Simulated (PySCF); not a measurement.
ClF⁻: one state, many levels of theory

State: ²Σ⁺ (doublet), unpaired electrons σ ↑. Set-up: basis Cl def2-TZVPPD, F def2-TZVPPD; no relativity; PySCF 2.14. De refers to Cl⁻ + F in their high-spin ground configurations, without counterpoise correction. The functionals are run spin-unrestricted. A positive dipole points towards F; it is taken about the centre of mass and depends on that origin. Levels whose curve was spin-contaminated or gave no clean fit are not listed.

```csv
Level,Re (Å),ωe (cm⁻¹),De (eV),μ (D)
UHF-CCSD,2.171,380,n/a,n/a
UHF-CCSD(T),2.175,365,1.21,n/a
PBE,2.290,264,2.05,-1.19
PBEsol,2.231,293,2.20,-1.10
BLYP,2.344,244,2.03,-1.32
r²SCAN,2.266,284,1.72,-1.03
B3LYP,2.272,286,1.66,-1.19
PBE0,2.224,308,1.52,-1.03
r²SCAN0,2.214,317,1.31,-0.91
M06,2.269,285,1.51,-1.11
ωB97X,2.206,338,1.48,-1.23
```

(1) Which functional lies closest to UHF-CCSD(T) in De, which farthest, and by how much do they differ from it?

(2) What does a quarter of exact exchange do here, going from PBE to PBE0?

(3) What does a quarter of exact exchange do here, going from r²SCAN to r²SCAN0?

Correlated steps freeze 6 core orbitals. For an ion De counts to the pair picked by the measured ionisation energies or electron affinities, which need not be the lowest pair at this level. The CCSD T1 diagnostic is raised, a sign that a single reference may not be enough here. The state is the lowest determinant that a PBE0 search found; another state may lie lower at other levels.

The whole job (state search and all levels along the bond) took about 9.2 min on 2 threads of Arm Neoverse V1 (shared host), peak memory 3.4 GiB.

## Answers

(1) Closest is r²SCAN0 (+3.9 pm in Re, -13.2 % in ωe, +0.10 eV in De against UHF-CCSD(T) in the same basis), farthest PBEsol (+5.6 pm in Re, -19.7 % in ωe, +0.99 eV in De). CCSD(T) converges more slowly with the basis than the functionals do and binds too weakly in this one, so the order can change at the basis-set limit.

(2) PBE0 less PBE: -6.6 pm in Re, +16.7 % in ωe, -0.53 eV in De. Exact exchange removes part of the self-interaction that spreads semilocal densities, and in most molecules shortens and stiffens the bond and lowers De; so it does here.

(3) r²SCAN0 less r²SCAN: -5.2 pm in Re, +11.6 % in ωe, -0.41 eV in De. Exact exchange removes part of the self-interaction that spreads semilocal densities, and in most molecules shortens and stiffens the bond and lowers De; so it does here.
